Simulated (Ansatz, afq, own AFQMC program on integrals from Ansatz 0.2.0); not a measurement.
Two steps: Ansatz 0.2.0 writes the Fock matrix and Cholesky factors of the valence space, and afq projects on them the lowest state that overlaps trial and start.

```yaml
crystal:
  periodic: [false, false, false]
  atoms:
    - {symbol: O, position_ang: [-0.843055, -0.231644, 0.000000]}
    - {symbol: H, position_ang: [-1.092364, 0.694932, 0.000000]}
    - {symbol: H, position_ang: [0.116474, -0.231644, 0.000000]}
    - {symbol: S, position_ang: [1.818945, -0.231644, 0.000000]}
basis:
  gaussian: {orbitals: cc-pVTZ}
magnetization: {spin_polarized: true, initial_magnetization: 2}
correlation: {method: ccsd_t, electrons: outside_noble_gas, hamiltonian_folder: ham}
```

```sh
$ ansatz run in.yaml --threads 1 --pin off --events-out ev --progress --plain --max-ram 16896MiB --backend cuda --devices 0, --max-vram 18GiB
```

afq runs on the folder ham with

```
--method phaseless --trial cisd --walkers 1500 --populations 20 --least-time 60 --time-step 0.005 --steps-per-block 50 --equilibration-blocks 28 --max-blocks 4000 --target-error 0.00022 --factor-cut 1e-05 --start spin_pure --seed 7418 --release-times 0.24,0.51,0.99,1.62,2.4 --release-step 0.03 --release-every 3 --taylor-order 6
```

Times are imaginary, in 1/Eh. The walk had a cap of 244 s. With eight or more populations the least sampling time is a fifth of least-time, and the error comes from their spread.

afq prints:

```
orbitals 86  electrons 8 6  factors 534 of 540
reference energy -473.53182106 Eh
CCSD correlation -0.41724173 Eh in 18 cycles, weight of the determinant in the CISD state 0.8695
energy of the start -473.948119 Eh
 block  time / (1/Eh)  mean weight  energy / Eh
     1     0.250  0.9996  -473.945005
     2     0.500  1.0012  -473.951057
     3     0.750  1.0000  -473.954967
     4     1.000  0.9995  -473.957745
     5     1.250  0.9996  -473.959404
     7     1.750  1.0003  -473.961968
     9     2.250  0.9998  -473.963250
    13     3.250  0.9986  -473.964653
    19     4.750  0.9993  -473.963326
    25     6.250  1.0001  -473.965159
    31     7.750  0.9996  -473.962971
    37     9.250  1.0000  -473.963869
    43    10.750  0.9995  -473.968428
    49    12.250  1.0006  -473.966117
    55    13.750  0.9988  -473.964387
    61    15.250  1.0009  -473.964013
    67    16.750  0.9997  -473.961199
    73    18.250  1.0003  -473.964984
    79    19.750  1.0007  -473.962630
    85    21.250  0.9998  -473.961434
    91    22.750  0.9996  -473.964655
    97    24.250  1.0000  -473.962292
   103    25.750  1.0004  -473.965211
   109    27.250  0.9995  -473.964542
   115    28.750  1.0008  -473.963769
   121    30.250  1.0001  -473.963261
   127    31.750  1.0008  -473.965322
   133    33.250  1.0001  -473.964633
   136    34.000  1.0013  -473.960959
   139    34.750  1.0003  -473.962498
error from the spread of 20 populations
released: time / (1/Eh)  energy / Eh  error  mean overlap
  0.24  -473.964179  0.000167  0.9994
  0.51  -473.964452  0.000196  0.9969
  0.99  -473.964459  0.000239  0.9909
  1.62  -473.964284  0.000309  0.9862
  2.40  -473.964887  0.000443  0.9743
energy -473.963825 +/- 0.000207 Eh
(rows thinned)
```

The run passed its tests (sampling time, drift between the halves within three errors, error under three times the target), which doesn't prove that it has relaxed, ending at its cap on processor time. The second half of the sampling lies above the first by 2.7 errors of their difference, so the energy may still be moving and its error bar be too small.

Against this walk (error 5.6 meV) on the same determinant: CCSD(T) 15.1 meV higher. The error is statistical and leaves out the bias of the constraint. Released to 1.62 1/Eh the energy moves by -12 ± 10 meV (both errors), within twice the noise.

Cautions: constraint bias not in the error; lower spins were not checked.

The walk took 4.1 min on 1 × NVIDIA H100 80GB HBM3 with 2 threads of AMD EPYC 7R13 Processor (Zen 3) (shared host) (the card was shared). The log's last line is the phaseless energy.

A walk keeps the symmetry of its determinant, which the program's search chose and which needn't be the lowest solution, so a lower state of the same spin and another symmetry isn't excluded.
